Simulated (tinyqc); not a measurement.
Inside a calculation. Method: Born-Oppenheimer dynamics on the RHF/sto-6g surface (energies and gradients from PySCF), for H3O+, spin multiplicity 1. Computed by tinyqc, a small Python program that keeps every step (integrals from PySCF). Settings: charge = 1, multiplicity = 1, basis = sto-6g, time step (fs) = 1.0, steps = 24. Command: `OMP_NUM_THREADS=1 python tinyqc.py 23130 23131 out.jsonl` (the two numbers bound the seeds that draw the settings). One thread of a shared host (Intel(R) Xeon(R) Processor @ 2.60GHz), about 5 s of CPU time with the checks.

## Velocity Verlet step 1

positions (bohr), order 1O, 2H, 3H, 4H:
$$\begin{pmatrix}
0.02646 & -0.08315 & 0.74077 \\
1.65351 & -0.10960 & -0.10393 \\
-0.84660 & 1.37383 & -0.05858 \\
-0.90518 & -1.57036 & -0.00378
\end{pmatrix}$$

velocities (bohr per atomic time unit), order 1O, 2H, 3H, 4H:
$$\begin{pmatrix}
0.00009857 & 0.00003031 & 0.00009941 \\
-0.00056243 & -0.00023669 & -0.00103459 \\
-0.00018243 & -0.00005169 & -0.00056159 \\
-0.00081943 & -0.00019269 & 0.00001841
\end{pmatrix}$$

gradient (hartree/bohr), order 1O, 2H, 3H, 4H:
$$\begin{pmatrix}
0.0393641 & 0.0122003 & 0.0326363 \\
-0.0408004 & 0.0020354 & 0.0013641 \\
0.0057108 & -0.0139471 & -0.0138869 \\
-0.0042745 & -0.0002886 & -0.0201136
\end{pmatrix}$$

masses (electron masses): 1O 29156.94639, 2H 1837.15259, 3H 1837.15259, 4H 1837.15259

gradient after step 1 (hartree/bohr), order 1O, 2H, 3H, 4H:
$$\begin{pmatrix}
0.0418048 & 0.0127293 & 0.0453824 \\
-0.0318230 & 0.0026839 & -0.0025996 \\
0.0008532 & -0.0071876 & -0.0184469 \\
-0.0108350 & -0.0082256 & -0.0243359
\end{pmatrix}$$

dt = 1 fs = 41.3414 atomic units; x' = x + v dt - g dt^2 / (2m); after the new gradient g', v' = v - (g + g') dt / (2m).

positions after step 1 (bohr), order 1O, 2H, 3H, 4H:
$$\begin{pmatrix}
0.02938 & -0.08225 & 0.74393 \\
1.64924 & -0.12034 & -0.14734 \\
-0.85680 & 1.37818 & -0.07534 \\
-0.93707 & -1.57819 & 0.00634
\end{pmatrix}$$

velocities after step 1 (bohr per atomic time unit), order 1O, 2H, 3H, 4H:
$$\begin{pmatrix}
0.00004102 & 0.00001264 & 0.00004410 \\
0.00025469 & -0.00028979 & -0.00102069 \\
-0.00025629 & 0.00018611 & -0.00019778 \\
-0.00064943 & -0.00009689 & 0.00051854
\end{pmatrix}$$

## Velocity Verlet step 2

gradient after step 2 (hartree/bohr), order 1O, 2H, 3H, 4H:
$$\begin{pmatrix}
0.0225388 & 0.0066410 & 0.0576948 \\
-0.0073397 & 0.0023764 & -0.0141206 \\
-0.0034937 & -0.0007938 & -0.0207884 \\
-0.0117055 & -0.0082236 & -0.0227859
\end{pmatrix}$$

As before.

positions after step 2 (bohr), order 1O, 2H, 3H, 4H:
$$\begin{pmatrix}
0.02985 & -0.08210 & 0.74442 \\
1.67457 & -0.13356 & -0.18833 \\
-0.86779 & 1.38922 & -0.07493 \\
-0.95888 & -1.57837 & 0.03909
\end{pmatrix}$$

velocities after step 2 (bohr per atomic time unit), order 1O, 2H, 3H, 4H:
$$\begin{pmatrix}
-0.00000460 & -0.00000109 & -0.00002897 \\
0.00069532 & -0.00034672 & -0.00083256 \\
-0.00022658 & 0.00027591 & 0.00024367 \\
-0.00039582 & 0.00008819 & 0.00104873
\end{pmatrix}$$

## Energy conservation

The total energy should stay constant up to terms of order dt^2; the step counts as short enough if it moves by less than 2 % of the largest kinetic energy.

Trajectory:
```
time (fs)  1O-2H (angstrom)  potential (hartree)  kinetic (hartree)  total (hartree)
0.00000             0.97022          -76.0340965          0.0025983      -76.0314982
1.00000             0.97858          -76.0334479          0.0019200      -76.0315279
2.00000             1.00094          -76.0341450          0.0025368      -76.0316082
3.00000             1.02289          -76.0350452          0.0034639      -76.0315814
4.00000             1.03167          -76.0364122          0.0048673      -76.0315449
5.00000             1.02191          -76.0387032          0.0071086      -76.0315946
6.00000             0.99742          -76.0410397          0.0093185      -76.0317212
7.00000             0.97068          -76.0416674          0.0099809      -76.0316865
8.00000             0.95794          -76.0411774          0.0096417      -76.0315356
9.00000             0.96744          -76.0415226          0.0098970      -76.0316255
10.00000            0.99126          -76.0416425          0.0099543      -76.0316882
11.00000            1.01260          -76.0405899          0.0090138      -76.0315761
12.00000            1.01812          -76.0397988          0.0083013      -76.0314975
13.00000            1.00384          -76.0402781          0.0086871      -76.0315910
14.00000            0.97667          -76.0406208          0.0089166      -76.0317042
15.00000            0.95287          -76.0394841          0.0079409      -76.0315431
16.00000            0.94950          -76.0391151          0.0076422      -76.0314730
17.00000            0.96960          -76.0404367          0.0087573      -76.0316794
18.00000            0.99894          -76.0407871          0.0091223      -76.0316648
19.00000            1.01944          -76.0401564          0.0086443      -76.0315122
20.00000            1.02049          -76.0406331          0.0091185      -76.0315146
21.00000            1.00226          -76.0421550          0.0104635      -76.0316915
22.00000            0.97564          -76.0422964          0.0105639      -76.0317325
23.00000            0.95850          -76.0407076          0.0091725      -76.0315351
24.00000            0.96440          -76.0400041          0.0084130      -76.0315912
```

The total energy moves within 2.6e-04 hartree; that is over 2 % of the largest kinetic energy, so the time step is too long.
